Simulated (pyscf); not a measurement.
A first-order saddle from PySCF, ωB97X-D3(BJ)/def2-SVP:

```xyz
10

Ge    -1.7383     1.2780    -0.1827
O      0.0233     1.0961    -0.1119
Ge     0.9534    -0.3800    -0.4521
H     -2.3983     0.2297     0.8179
H     -2.2263     0.9902    -1.6168
H     -2.0510     2.7169     0.2457
H      0.5250    -1.4802     0.5361
H      0.6660    -0.8305    -1.8968
H      2.4287    -0.0097    -0.2693
H     -2.8998    -0.7243     1.6801
```
Charge 0, spin multiplicity 2.

Surface: doublet, charge 0. Lowest wavenumbers (cm⁻¹): 705i, 44, 49, 102, 143.

### Question
Which two sides does it connect, and which bonds change?

### Answer
H₃Ge–O–GeH₃ + H atom (H•) ⇌ •H₂Ge–O–GeH₃ + hydrogen (H₂), a hydrogen abstraction read from left to right: Ge–H broken and H–H formed. At ωB97M-D3(BJ)/def2-TZVP it lies +2.9 kcal/mol from the left side and +23.8 kcal/mol from the right (each side as separated species at their lowest minima found). This is the saddle that the search found; another between the same sides may lie lower. The angle at the transferred H is 177°. Elements up to Kr have no core potential and no relativistic terms here.
